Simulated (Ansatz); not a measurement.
System: 1T (CdI2-type) SnSe2. Method: PBE (PAW; Ansatz, an electronic-structure program).

Run with plane-wave cutoff 520 eV, 12×12×6 k mesh (along the axes of the cell as run), Fermi–Dirac smearing 0.01 eV, scalar-relativistic PAW data made under PBE.

Computed at the level's own relaxed cell.

Task: Give the computed direct gap at Γ, band gap and volume per atom.

Result: 
- direct gap at Γ: 1.21 eV
- band gap: 0.68 eV
- volume per atom: 30.40 Å³/atom

Measured, for comparison: band gap 0.98 eV (temperature not stated, not corrected to a static lattice, indirect, our sources range from 0.98 to 1.06; as tabulated in Gonzalez and Oleynik (2016), arXiv:1609.04381).

Note: for a layered or molecular solid the relaxed cell lies over 5 % above the published volume, where the minimum can be shallow; the cell comes from a level without a dispersion term, which matters for the spacing of layers, chains or molecules; the bulk modulus comes from volumes at which shape and atoms were relaxed.

Spin–orbit coupling is not included.

The computed numbers hold no vibrational or temperature effects.

The result took around 10 core-minutes (rough).
